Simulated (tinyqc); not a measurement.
Pariser-Parr-Pople SCF with singles CI, for the molecule NC=CC=O (SMILES; centres numbered as the heavy atoms are written), step by step. Computed by tinyqc, a small Python program that keeps every step. Settings: charge = 0, gamma = Ohno, start = core, damping = 0.5, iteration cap = 57, excitations kept = 6. Command: `OMP_NUM_THREADS=1 python tinyqc.py 29717 29718 out.jsonl` (the two numbers bound the seeds that draw the settings). One thread of a shared host (Intel(R) Xeon(R) Processor @ 2.60GHz), about 0.01 s of CPU time with the checks. Later iterations appear only in the table of the cycle.

## PPP integrals

Centres (angstrom, eV; a flat drawing with bonds scaled to 1.40 angstrom):
```
centre          x          y  core charge z          W   gamma_rr
1N      -2.425000   0.280000              2  25.600000  16.800000
2C      -1.212000  -0.420000              1  11.160000  11.130000
3C       0.000000   0.280000              1  11.160000  11.130000
4C       1.212000  -0.420000              1  11.160000  11.130000
5O       2.425000   0.280000              1  17.700000  15.200000
```

Resonance integrals (eV):
```
i  j       beta
1  2  -2.460000
2  3  -2.620000
3  4  -2.620000
4  5  -2.750000
```

Ohno: gamma = 14.399645/sqrt(R^2 + a^2), a = 2 x 14.399645/(gamma_rr + gamma_ss); H_rr = -W_r - sum_(s != r) z_s gamma_rs; H_rs = beta for bonds.

repulsion gamma_rs (eV), lower triangle:
```
           1N         2C         3C         4C         5O
1N  16.800000
2C   8.279781  11.130000
3C   5.464518   7.554960  11.130000
4C   3.745416   5.240702   7.554960  11.130000
5O   2.919166   3.728660   5.412871   8.103346  15.200000
```

core matrix H (eV), lower triangle:
```
            1N          2C          3C          4C          5O
1N  -46.008882
2C   -2.460000  -44.243884
3C    0.000000   -2.620000  -42.611827
4C    0.000000    0.000000   -2.620000  -39.549840
5O    0.000000    0.000000    0.000000   -2.750000  -40.783209
```

## Starting guess

pi electrons, sum of z_r less the charge = 6

Orbitals of the core matrix H.

P at the start, lower triangle:
```
           1N         2C        3C        4C        5O
1N   1.876811
2C   0.284140   1.337817
3C  -0.314663   0.760490  1.019245
4C   0.021921  -0.140293  0.513578  0.813208
5O   0.225776  -0.455101  0.241886  0.825338  0.952919
```

## Iteration 1: Fock matrix

F_rr = H_rr + P_rr gamma_rr / 2 + sum_(s != r) P_ss gamma_rs; F_rs = H_rs - P_rs gamma_rs / 2; E = tr P (H + F) / 2 + core repulsion sum_(r<s) z_r z_s gamma_rs.

F (eV), lower triangle:
```
           1N         2C         3C         4C          5O
1N  -7.769624
2C  -3.636307  -5.744104
3C   0.859741  -5.492736  -5.274925
4C  -0.041051   0.367617  -4.560032  -5.561611
5O  -0.329538   0.848458  -0.654649  -6.094001  -10.967288
```

pi energy = -92.724402 eV

## Iteration 1: orbitals and new P

Diagonalise F (the basis is taken as orthonormal) and form P = 2 sum c c over the lowest orbitals; 0.5 of the old P is kept.

orbital energies (eV): -15.972929  -12.113673  -8.153219  -1.834190  2.756459

P after iteration 1, lower triangle:
```
           1N         2C        3C        4C        5O
1N   1.776755
2C   0.420254   1.166703
3C  -0.335716   0.760392  1.084786
4C  -0.088690  -0.016047  0.512608  0.758297
5O   0.240880  -0.386202  0.070208  0.799586  1.213459
```

## Iteration 2: Fock matrix

As before.

F (eV), lower triangle:
```
           1N         2C         3C         4C          5O
1N  -9.113835
2C  -4.199804  -6.345940
3C   0.917264  -5.492367  -5.754288
4C   0.166091   0.042050  -4.556365  -4.532294
5O  -0.351585   0.720007  -0.190012  -5.989662  -10.007489
```

pi energy = -94.165109 eV

## Iteration 2: orbitals and new P

As before.

orbital energies (eV): -15.073524  -13.041351  -9.106156  -1.244993  2.712177

P after iteration 2, lower triangle:
```
           1N         2C         3C        4C        5O
1N   1.728255
2C   0.490861   1.075238
3C  -0.353096   0.761549   1.126946
4C  -0.134421   0.051655   0.501352  0.722091
5O   0.235527  -0.341866  -0.020205  0.791723  1.347470
```

## Convergence

Stop when output and input P, before any damping, agree to 1e-7.

Course of the cycle:
```
iteration        E (eV)  largest |P(out) - P(in)|
1          -92.72440196                  5.21e-01
2          -94.16510879                  2.68e-01
3          -94.92925243                  1.40e-01
4          -95.33414846                  7.40e-02
5          -95.54805041                  3.95e-02
6          -95.66066926                  2.13e-02
7          -95.71976804                  1.50e-02
8          -95.75068907                  1.05e-02
9          -95.76682534                  7.39e-03
10         -95.77522748                  5.19e-03
11         -95.77959425                  3.64e-03
...                 ...                       ...
33         -95.78429205                  2.51e-06
34         -95.78429205                  1.80e-06
35         -95.78429205                  1.28e-06
36         -95.78429205                  9.19e-07
37         -95.78429205                  6.58e-07
38         -95.78429205                  4.71e-07
39         -95.78429205                  3.37e-07
40         -95.78429205                  2.41e-07
41         -95.78429205                  1.72e-07
42         -95.78429205                  1.23e-07
43         -95.78429205                  8.81e-08
```

Converged in 43 iterations.

## Converged orbitals

Charges are z - P_rr.

orbital energies (eV): -15.138718  -13.237366  -9.938650  -0.739546  2.881478

coefficients:
```
         MO1        MO2        MO3        MO4        MO5
1N  0.529259  -0.452876  -0.595593  -0.373140  -0.144304
2C  0.610492  -0.227097   0.233726   0.637526   0.338615
3C  0.454005   0.156788   0.613605  -0.316566  -0.540900
4C  0.290363   0.490429   0.014265  -0.467433   0.675627
5O  0.238229   0.691540  -0.462523   0.368266  -0.339813
```

pi charges: 1N 0.320115, 2C 0.042197, 3C -0.214427, 4C 0.349930, 5O -0.497815

## Singles CI, singlets

Over the 6 single excitations with the smallest orbital gaps: A = (e_a - e_i) delta + 2 (ia|jb) - (ij|ab), with (pq|rs) = sum c_mp c_mq gamma_mn c_nr c_ns. f = 2/3 w |mu|^2 in atomic units, mu = sqrt2 sum c_ia sum_m c_mi c_ma R_m.

singlet CI matrix (eV), lower triangle:
```
           3>4        2>4        3>5        1>4        2>5        1>5
3>4   5.084008
2>4  -0.164714   7.780949
3>5  -0.070188  -0.025120   7.566684
1>4  -0.307941   0.090369   0.161612   8.543415
2>5  -0.666263   0.160336   0.159260   0.587559  10.231340
1>5   0.203373   0.745950  -0.636726  -0.648517  -0.550978  12.135103
```

singlet excitation energies (eV): 4.974081  7.452585  7.629924  8.334568  10.310611  12.639730

oscillator strengths: 1.152075  0.051006  0.164945  0.059060  0.100330  0.046174

## Singles CI, triplets

Over the 6 single excitations with the smallest orbital gaps: A = (e_a - e_i) delta - (ij|ab), with (pq|rs) = sum c_mp c_mq gamma_mn c_nr c_ns.

triplet CI matrix (eV), lower triangle:
```
           3>4        2>4        3>5        1>4        2>5        1>5
3>4   2.000164
2>4  -0.324758   5.689214
3>5  -0.586413  -1.336978   5.971333
1>4  -0.177439   0.363026  -0.122183   6.841123
2>5  -1.336978   1.138128   0.555772   1.418601   8.824988
1>5  -0.122183   1.418601  -0.888794  -1.187405  -1.015751  11.328529
```

triplet excitation energies (eV): 1.663551  4.088420  5.840856  6.817470  9.762251  12.482803
